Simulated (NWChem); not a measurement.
# MgNH3O (SMILES [NH2][Mg][OH]) at USPZ81/aug-pcseg-1, part 2 of 2

NWChem 7.3.0.

## 3. The charge distribution at USPZ81/aug-pcseg-1 (SMD dichloromethane)

h3mgno.nw

```
start h3mgno
title "H3MgNO SPZ81"
memory 2200 mb

geometry units angstroms noautoz
  N    -1.071900    0.333800   -0.957900
  Mg    0.300000   -0.141800    0.238900
  O     1.586400   -0.657900    1.340000
  H    -0.953800    0.649000   -1.908700
  H    -2.063000    0.307800   -0.772800
  H     2.244400   -0.555000    2.014100
end

basis spherical
  * library aug-pcseg-1
end

cosmo
  do_cosmo_smd true
  solvent dcm
end

dft
  xc slater perdew81
  odft
  grid coarse
  direct
  mulliken
end

property
  electrondensity
  mulliken
  moldenfile
  molden_norm janpa
end

task dft property
```

Run with:

```
$ nwchem h3mgno.nw > h3mgno.out
```

Output:

```text
Northwest Computational Chemistry Package (NWChem) 7.3.0
             --------------------------------------------------------

           Job information
           ---------------

    nwchem branch   = 7.3.0
    use scalapack   = T
    input           = h3mgno.nw
    prefix          = h3mgno.
    data base       = ./h3mgno.db
    status          = startup
    nproc           =        1

           Memory information
           ------------------

    heap     =     72089598 doubles =      550.0 Mbytes
    stack    =     72089595 doubles =      550.0 Mbytes
    global   =    144179200 doubles =     1100.0 Mbytes (distinct from heap & stack)
    total    =    288358393 doubles =     2200.0 Mbytes
    verify   = yes
    hardfail = no

           Directory information
           ---------------------

  0 permanent = .
  0 scratch   = .

                                NWChem Input Module
                                -------------------

                                   H3MgNO SPZ81
                                   ------------

 Scaling coordinates for geometry "geometry" by  1.889725989
 (inverse scale =  0.529177249)

 CS  symmetry detected

                             Geometry "geometry" -> ""
                             -------------------------

 Output coordinates in angstroms (scale by  1.889725989 to convert to a.u.)

  No.       Tag          Charge          X              Y              Z
 ---- ---------------- ---------- -------------- -------------- --------------
    1 N                    7.0000    -0.00937529     1.83730450     0.00000000
    2 Mg                  12.0000     0.01138602    -0.04423853     0.00000000
    3 O                    8.0000    -0.04221745    -1.81362601     0.00000000
    4 H                    1.0000    -0.02299713     2.43549341     0.81194379
    5 H                    1.0000    -0.02299713     2.43549341    -0.81194379
    6 H                    1.0000     0.31272864    -2.69224780     0.00000000

      Atomic Mass
      -----------

      N                 14.003070
      Mg                23.985040
      O                 15.994910
      H                  1.007825

 Effective nuclear repulsion energy (a.u.)      82.8022995426

            Nuclear Dipole moment (a.u.)
            ----------------------------
        X                 Y               Z
 ---------------- ---------------- ----------------
     0.0000000000    -0.0000000000     0.0000000000

      Symmetry information
      --------------------

 Group name             Cs
 Group number              2
 Group order               2
 No. of unique centers     5

      Symmetry unique atoms

     1    2    3    4    6

            XYZ format geometry
            -------------------
     6
 geometry
 N                    -0.00937529     1.83730450     0.00000000
 Mg                    0.01138602    -0.04423853     0.00000000
 O                    -0.04221745    -1.81362601     0.00000000
 H                    -0.02299713     2.43549341     0.81194379
 H                    -0.02299713     2.43549341    -0.81194379
 H                     0.31272864    -2.69224780     0.00000000

 ==============================================================================
                                internuclear distances
 ------------------------------------------------------------------------------
       center one      |      center two      | atomic units |  angstroms
 ------------------------------------------------------------------------------
    2 Mg               |   1 N                |     3.55582  |     1.88166
    3 O                |   2 Mg               |     3.34519  |     1.77020
    4 H                |   1 N                |     1.90597  |     1.00860
    5 H                |   1 N                |     1.90597  |     1.00860
    6 H                |   3 O                |     1.79072  |     0.94761
 ------------------------------------------------------------------------------
                         number of included internuclear distances:          5
 ==============================================================================

 ==============================================================================
                                 internuclear angles
 ------------------------------------------------------------------------------
        center 1       |       center 2       |       center 3       |  degrees
 ------------------------------------------------------------------------------
    2 Mg               |   1 N                |   4 H                |   126.38
    2 Mg               |   1 N                |   5 H                |   126.38
    4 H                |   1 N                |   5 H                |   107.22
    1 N                |   2 Mg               |   3 O                |   177.63
    2 Mg               |   3 O                |   6 H                |   156.27
 ------------------------------------------------------------------------------
                            number of included internuclear angles:          5
 ==============================================================================

 Summary of "ao basis" -> "" (spherical)
 ------------------------------------------------------------------------------
       Tag                 Description            Shells   Functions and Types
 ---------------- ------------------------------  ------  ---------------------
 *                        aug-pcseg-1                 on all atoms

                              NWChem Property Module
                              ----------------------

                                   H3MgNO SPZ81

[... 1 line left out ...]
  convergence criterion.
[... 106 lines left out ...]
  convergence criterion.
[... 16 lines left out ...]
          Convergence on energy requested:  1.00D-07
          Convergence on density requested:  1.00D-05
          Convergence on gradient requested:  5.00D-04
[... 19 lines left out ...]
          Spatial weights used:  Erf1
[... 1 line left out ...]
          Convergence Information
[... 1 line left out ...]
          Convergence aids based upon iterative change in
          total energy or number of iterations.
[... 99 lines left out ...]
   convergence    iter        energy       DeltaE   RMS-Dens  Diis-err    time
[... 18 lines left out ...]
   convergence    iter        energy       DeltaE   RMS-Dens  Diis-err    time
[... 8 lines left out ...]
         Total DFT energy =     -329.962861039380
      One electron energy =     -623.968394819033
           Coulomb energy =      243.033129395153
    Exchange-Corr. energy =      -31.192035033795
 Nuclear repulsion energy =       82.802299542600
[... 1 line left out ...]
             COSMO energy =       -0.637860124305
[... 10 lines left out ...]
                               delta internal energy  =         0.002875393237 (    1.80 kcal/mol)
[... 14 lines left out ...]
                    DFT Final Alpha Molecular Orbital Analysis
[... 844 lines left out ...]
                     DFT Final Beta Molecular Orbital Analysis
[... 915 lines left out ...]
   alpha     41     42     43     44     45     46     47     48     49     50
    beta     41     42     43     44     45     46     47     48     49     50
 overlap   1.000  1.000  1.000  1.000  1.000  1.000  1.000  1.000  1.000  1.000

   alpha     51     52     53     54     55     56     57     58     59     60
    beta     51     52     53     54     55     56     57     58     59     60
 overlap   1.000  1.000  1.000  1.000  1.000  1.000  1.000  1.000  1.000  1.000

   alpha     61     62     63     64     65     66     67     68     69     70
    beta     61     62     63     64     65     66     67     68     69     70
 overlap   1.000  1.000  1.000  1.000  1.000  1.000  1.000  1.000  1.000  1.000

   alpha     71     72     73     74     75     76     77     78     79     80
    beta     71     72     73     74     75     76     77     78     79     80
 overlap   1.000  1.000  1.000  1.000  1.000  1.000  1.000  1.000  1.000  1.000

   alpha     81     82     83     84     85     86     87
    beta     81     82     83     84     85     86     87
 overlap   1.000  1.000  1.000  1.000  1.000  1.000  1.000

     --------------------------
     Expectation value of S2:
     --------------------------
      <S2> =      0.0000 (Exact =     0.0000)

 center of mass
 --------------
 x =  -0.00877235 y =  -0.07114361 z =   0.00000000

 moments of inertia (a.u.)
 ------------------
         430.088437314877           0.000000003904           0.000000000000
           0.000000003904           5.214014498485           0.000000000000
           0.000000000000           0.000000000000         425.811828975526

     Multipole analysis of the density
     ---------------------------------

     L   x y z        total         alpha         beta         nuclear
     -   - - -        -----         -----         ----         -------
     0   0 0 0     -0.000000    -15.000000    -15.000000     30.000000

     1   1 0 0      0.279352      0.139676      0.139676      0.000000
[... 8 lines of this table left out ...]
     2   0 0 2    -14.740139     -9.724304     -9.724304      4.708468

          ----------------------------
          Mulliken population analysis
          ----------------------------

 Alpha Spin S,P,D,... shell population
 --------------------------------
    Atom          S        P        D
 --------------------------------------------------------------------------------------
     1 N      1.86079   2.16489  -0.01068
     2 Mg     2.03452   3.03897   0.00000
     3 O      1.97636   2.62024  -0.00981
     4 H      0.37917   0.06969   0.00000
     5 H      0.37917   0.06969   0.00000
     6 H      0.36052   0.06648   0.00000

          ----- Alpha Spin gross population on atoms ----

              1  N    7.0     4.01500
              2  Mg  12.0     5.07349
              3  O    8.0     4.58679
              4  H    1.0     0.44886
              5  H    1.0     0.44886
              6  H    1.0     0.42700

 Beta Spin  S,P,D,... shell population
 --------------------------------
    Atom          S        P        D
 --------------------------------------------------------------------------------------
     1 N      1.86079   2.16489  -0.01068
     2 Mg     2.03452   3.03897   0.00000
     3 O      1.97636   2.62024  -0.00981
     4 H      0.37917   0.06969   0.00000
     5 H      0.37917   0.06969   0.00000
     6 H      0.36052   0.06648   0.00000

          ----- Beta Spin  gross population on atoms ----

              1  N    7.0     4.01500
              2  Mg  12.0     5.07349
              3  O    8.0     4.58679
              4  H    1.0     0.44886
              5  H    1.0     0.44886
              6  H    1.0     0.42700

 Total      S,P,D,... shell population
 --------------------------------
    Atom          S        P        D
 --------------------------------------------------------------------------------------
     1 N      3.72158   4.32979  -0.02137
     2 Mg     4.06905   6.07793   0.00000
     3 O      3.95271   5.24048  -0.01961
     4 H      0.75833   0.13938   0.00000
     5 H      0.75833   0.13938   0.00000
     6 H      0.72104   0.13297   0.00000

          ----- Total      gross population on atoms ----

              1  N    7.0     8.03000
              2  Mg  12.0    10.14698
              3  O    8.0     9.17359
              4  H    1.0     0.89771
              5  H    1.0     0.89771
              6  H    1.0     0.85401

          ----- Atomic spin population -----

              1  N    7.0     0.00000
              2  Mg  12.0    -0.00000
              3  O    8.0    -0.00000
              4  H    1.0     0.00000
              5  H    1.0    -0.00000
              6  H    1.0     0.00000

          ----- Bond indices -----
  1- 1   0.00000  1- 2   0.26328  1- 3   0.02650  1- 4   1.17147  1- 5   1.17147  1- 6   0.00887
  2- 1   0.26328  2- 2   0.00000  2- 3  -0.04362  2- 4  -0.00040  2- 5  -0.00040  2- 6  -0.00700
  3- 1   0.02650  3- 2  -0.04362  3- 3   0.00000  3- 4   0.00053  3- 5   0.00053  3- 6   1.03571
  4- 1   1.17147  4- 2  -0.00040  4- 3   0.00053  4- 4   0.00000  4- 5  -0.05006  4- 6   0.00034
  5- 1   1.17147  5- 2  -0.00040  5- 3   0.00053  5- 4  -0.05006  5- 5   0.00000  5- 6   0.00034
  6- 1   0.00887  6- 2  -0.00700  6- 3   1.03571  6- 4   0.00034  6- 5   0.00034  6- 6   0.00000

 Large bond indices
 ------------------
  1   N -  2   Mg   0.26328
  1   N -  4   H    1.17147
  1   N -  5   H    1.17147
  3   O -  6   H    1.03571

                                                                Free electrons             Valency
                              Number of         Sum of          + Bond indices         - Bond indices
                Valency     Free electrons    Bond indices     =Mulliken charge     = Net spin population
     1  N       2.64159        5.38841          2.64159           8.03000                -0.00000
     2  Mg      0.21186        9.93512          0.21186          10.14698                -0.00000
     3  O       1.01965        8.15393          1.01965           9.17359                -0.00000
     4  H       1.12188       -0.22416          1.12188           0.89771                -0.00000
     5  H       1.12188       -0.22416          1.12188           0.89771                -0.00000
     6  H       1.03826       -0.18425          1.03826           0.85401                -0.00000

          ---------------------
          Electron/spin density
          ---------------------

 1 a.u. = 4.80286 10**(-10) esu

 Total electron density
 ----------------------
   Point      X         Y         Z      Density (a.u.)
    1 N   -0.01772   3.47200   0.00000     185.417560
    2 Mg   0.02152  -0.08360   0.00000    1048.977031
    3 O   -0.07978  -3.42726   0.00000     281.683292
    4 H   -0.04346   4.60242   1.53435       0.365231
    5 H   -0.04346   4.60242  -1.53435       0.365231
    6 H    0.59097  -5.08761   0.00000       0.365452

 Total spin density
 ------------------
   Point      X         Y         Z      Density (a.u.)
    1 N   -0.01772   3.47200   0.00000       0.000000
    2 Mg   0.02152  -0.08360   0.00000       0.000000
    3 O   -0.07978  -3.42726   0.00000      -0.000000
    4 H   -0.04346   4.60242   1.53435       0.000000
    5 H   -0.04346   4.60242  -1.53435      -0.000000
    6 H    0.59097  -5.08761   0.00000      -0.000000
 MOLDEN output will be written to the file ./h3mgno.molden
  do_norm_janpa  T
  do_norm_nwchem  F
  molden scftype: UHF                  spinref:                     2

 Task  times  cpu:        9.4s     wall:        9.4s
 Total times  cpu:        9.4s     wall:        9.4s
```

Run time: 10 s. Hardware: 1 thread of Intel Xeon 6975P-C (Granite Rapids), shared host; peak memory 0.11 GiB.

Atomic charges (e):

```csv
atom,Mulliken,Löwdin
N1,-1.030,-0.530
Mg2,+1.853,+1.530
O3,-1.174,-0.720
H4,+0.102,-0.100
H5,+0.102,-0.100
H6,+0.146,-0.090
```

## 4. Summary of results

The summary covers parts 1 to 2.

Level: USPZ81/aug-pcseg-1.

| quantity | value |
| --- | --- |
| gas phase: total energy | -329.93631 Eh |
| gas phase: dipole moment | 0.63 D |
| gas phase: HOMO energy | -5.21 eV |
| gas phase: LUMO energy | -1.86 eV |
| gas phase: HOMO–LUMO gap | 3.36 eV |
| SMD, dichloromethane: total energy | -329.96286 Eh |
| SMD, dichloromethane: dipole moment | 0.72 D |
| SMD, dichloromethane: HOMO energy | -5.13 eV |
| SMD, dichloromethane: LUMO energy | -1.34 eV |
| SMD, dichloromethane: HOMO–LUMO gap | 3.79 eV |
| SMD, dichloromethane: solvent term in the energy | -69.7 kJ/mol |
| energy change from gas to solvent at fixed shape | -0.722 eV |

What this shows: The solvent model (SMD, dichloromethane) lowers the energy by 0.72 eV (−69.7 kJ/mol) at the same shape. Mulliken charges (gas phase) run from -1.08 on O3 to +1.67 on Mg2; in a basis this large or diffuse they mean little. Mulliken charges (SMD, dichloromethane) run from -1.17 on O3 to +1.85 on Mg2; in a basis this large or diffuse they mean little.
